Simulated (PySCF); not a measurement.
Start geometry of diacetylene (`C#CC#C`) from GFN2-xTB (Å):
```
atom  x, y, z in Å
C1     1.8584    0.3084    0.0732
C2     0.6710    0.1126    0.1043
C3    -0.6701   -0.1117    0.1428
C4    -1.8575   -0.3070    0.1755
H5     2.8920    0.4817    0.0481
H6    -2.8906   -0.4820    0.2076
```

**Question.** What comes out of this run: PySCF, PBE/def2-TZVP geometry optimisation, gas phase?

**Answer.** 
```
atom  x, y, z in Å
C1     1.861    0.314    0.046
C2     0.660    0.116    0.079
C3    -0.683   -0.105    0.116
C4    -1.885   -0.304    0.150
H5     2.917    0.489    0.018
H6    -2.940   -0.479    0.180
```

The energy falls by 3.8 kJ/mol over 3 energy and gradient evaluations, the largest force component goes from 0.0238 to 2.8e-04 Eh/bohr, and the atoms move by 0.023 Å rms after alignment. Among the bonds, C1–H5 and C4–H6 change most and about equally (+0.022 Å). Bonds longer at the end by more than 0.005 Å: 4 of 5; shorter: 0. The orientation of the end geometry is arbitrary; only internal coordinates are fixed.

The run used 136 basis functions and 23 SCF cycles in all. On one thread, Arm Neoverse V1 (aarch64), shared host, this took 12 s of wall time and 0.44 GiB of memory at its peak.

No frequency check.
